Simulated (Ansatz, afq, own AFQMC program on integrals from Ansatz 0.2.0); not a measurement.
AFQMC on a folder of integrals that Ansatz 0.2.0 wrote.

```yaml
crystal:
  periodic: [false, false, false]
  atoms:
    - {symbol: B, position_ang: [0.000000, 0.000000, 0.000000]}
    - {symbol: C, position_ang: [0.000000, 0.000000, 1.528200]}
basis:
  gaussian: {orbitals: cc-pVDZ}
total_charge: 1
magnetization: {spin_polarized: false}
correlation: {method: ccsd_t, electrons: outside_noble_gas, hamiltonian_folder: ham}
```

```sh
$ ansatz run in.yaml --threads 1 --pin off --events-out ev --progress --plain --max-ram 1843MiB
```

Options of the walk:

```
--method free --trial cisd --walkers 190 --time-step 0.03 --max-blocks 80 --target-error 0.00029 --factor-cut 1e-05 --seed 4385 --times 0,0.3,0.6,1.2,1.8,2.4,3.6,4.8,6 --taylor-order 8
```

Times are imaginary, in 1/Eh. The walk had a cap of 523 s.

Log:

```
orbitals 26  electrons 3 3  factors 182 of 266
reference energy -61.84728384 Eh
CCSD correlation -0.21337734 Eh in 17 cycles, weight of the determinant in the CISD state 0.7770
repeat  energy at the last time / Eh  error
    10  -62.073232  0.002159
    20  -62.072471  0.001360
    30  -62.074296  0.001528
    40  -62.076039  0.001350
    50  -62.076748  0.001287
    60  -62.076648  0.001171
    70  -62.076940  0.001336
    80  -62.076897  0.001216
time / (1/Eh)  energy / Eh  error  mean overlap
  0.00  -62.060560  0.000308  1.2906
  0.30  -62.068256  0.000380  1.2945
  0.60  -62.072437  0.000352  1.2994
  1.20  -62.075787  0.000429  1.3130
  1.80  -62.077135  0.000477  1.3235
  2.40  -62.078067  0.000486  1.3339
  3.60  -62.078873  0.000755  1.3650
  4.80  -62.078624  0.000908  1.3940
  6.00  -62.076897  0.001216  1.4482
energy -62.076897 +/- 0.001216 Eh
```

The run failed at least one of its tests; the cautions name the faults.

Against this walk (error 33.1 meV) on the same determinant: CCSD(T) 8.2 meV lower (within the noise), CCSDT(Q) 193.8 meV lower, CCSDTQ 234.8 meV lower, full CI 244.3 meV lower. The error is statistical, and a free projection of finite length keeps a remainder of its start. The last points scatter (meV from the last: -6 ± 13 at 1.80, -32 ± 13 at 2.40, -54 ± 21 at 3.60, -47 ± 25 at 4.80, 0 ± 33 at 6.00); the last is the one printed as the energy, and the gaps above move with that scatter. Full CI is exact here, so the walk's 244 meV above it is the walk's own error: what remains of the start. The determinant is a poor start (see the cautions), so the low cluster orders aren't to be relied on, and full CI is the sure value.

Cautions: remainder of the start not in the error; error above the target (33.1 against 7.9 meV); higher spins were not checked; restricted determinant unstable towards unrestricted (UHF 3.12 eV lower, ⟨S²⟩ 1.75); the search met a lower determinant of the same kind, perhaps of another symmetry (213 meV lower), and this one is a saddle point; strong correlation (T1 0.050, weight of the determinant 0.78, largest double 0.29); (T) is large, 8 % of the CCSD correlation; (Q) is large, 115 meV, so the cluster series hasn't closed; the CCSDTQ amplitudes may be one of several solutions (largest double 0.92); the determinant fills πx and πy unequally, so it mixes two states of the linear molecule, and each level undoes that mixture to a different degree, while full CI gives the lower state, and by Hund's rule a triplet of that filling probably lies lower still; CCSDTQ on the UHF determinant differs (963 meV lower), perhaps since the unrestricted series falls towards higher spin.

The walk took 2.6 min on 1 thread of Arm Neoverse V1 (shared host). The log's last line is the free-projection energy.

CCSDT and higher add their correlation energy to the determinant of the CCSD(T) run, since their own runs factorise the integrals more tightly (a shift of under 2 meV).
